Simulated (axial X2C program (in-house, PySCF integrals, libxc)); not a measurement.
**Outer orbitals of SF⁻ at 1.721 Å, PW91**

All values were computed with an in-house all-electron X2C program for linear molecules (integrals from PySCF). Spin-free means the one-electron spin-free X2C Hamiltonian; two-component (2c) means X2C with spin–orbit coupling and atomic mean-field two-electron Coulomb and Gaunt terms, so the difference of the two also holds small scalar two-electron terms. Basis: S dyall-av3z [9s8p3d2f], F dyall-av3z [7s6p3d2f] (cores contracted in-house); Gaussian nuclei, density fitting, unrestricted open shells. Masses: S 31.972 u, F 18.998 u.

The distance is close to the 2c PBE0 minimum; the highest filled and lowest empty levels are listed.

Spin-free orbitals, state M_S = 0, Λ = 0 (closed shell) (Löwdin shares):

```tsv
symmetry	occupied	ε (eV)	atomic character
σα	yes	-22.98	80% F s, 6% S p, 6% S d
σα	yes	-10.01	60% S s, 31% F p, 6% F s
σα	yes	-4.73	53% F p, 24% S p, 18% S s
π-α	yes	-3.85	85% F p, 10% S p, 3% S d
π+α	yes	-3.85	85% F p, 10% S p, 3% S d
π-α	yes	1.04	82% S p, 11% F p, 3% F d
π+α	yes	1.04	82% S p, 11% F p, 3% F d
σα	no	3.20	70% S p, 11% F p, 9% S d
σα	no	4.09	86% S s, 10% F p, 2% S p
π-α	no	4.45	96% S p, 3% F p
π+α	no	4.45	96% S p, 3% F p
```

One partner of each degenerate Kramers or spin pair is listed. The highest filled level is positive, so this functional does not bind it, and the empty levels of an anion are set by the basis.

Spinors with spin–orbit coupling (state Ω = 0):

| ω | occupied | ε (eV) | atomic character | λ mixture |
| --- | --- | --- | --- | --- |
| 1/2 | yes | -22.98 | 79% F s, 6% S p, 6% S d | 100% σ |
| 1/2 | yes | -10.01 | 60% S s, 31% F p, 6% F s | 100% σ |
| 1/2 | yes | -4.73 | 53% F p, 24% S p, 18% S s | 100% σ |
| 1/2 | yes | -3.87 | 85% F p, 10% S p, 3% S d | 100% π |
| 3/2 | yes | -3.84 | 85% F p, 10% S p, 3% S d | 100% π |
| 1/2 | yes | 1.02 | 82% S p, 11% F p, 3% F d | 100% π |
| 3/2 | yes | 1.06 | 82% S p, 11% F p, 3% F d | 100% π |
| 1/2 | no | 3.20 | 70% S p, 11% F p, 9% S d | 100% σ |
| 1/2 | no | 4.11 | 86% S s, 10% F p, 2% S p | 100% σ |
| 1/2 | no | 4.45 | 96% S p, 3% F p | 100% π |
| 3/2 | no | 4.46 | 96% S p, 3% F p | 100% π |

One partner of each degenerate Kramers or spin pair is listed. The highest filled level is positive, so this functional does not bind it, and the empty levels of an anion are set by the basis.

Mulliken charges and populations of the two-component result (they depend on the basis, above all on diffuse functions):

S -0.61 e (s 5.96 p 10.56 d 0.08 f 0.01), F -0.39 e (s 3.99 p 5.37 d 0.02).

One determinant describes the state; a PBE0 search over occupations chose it and may have missed a lower one. The highest occupied level of some functionals is positive through self-interaction error; at Hartree–Fock it is bound.
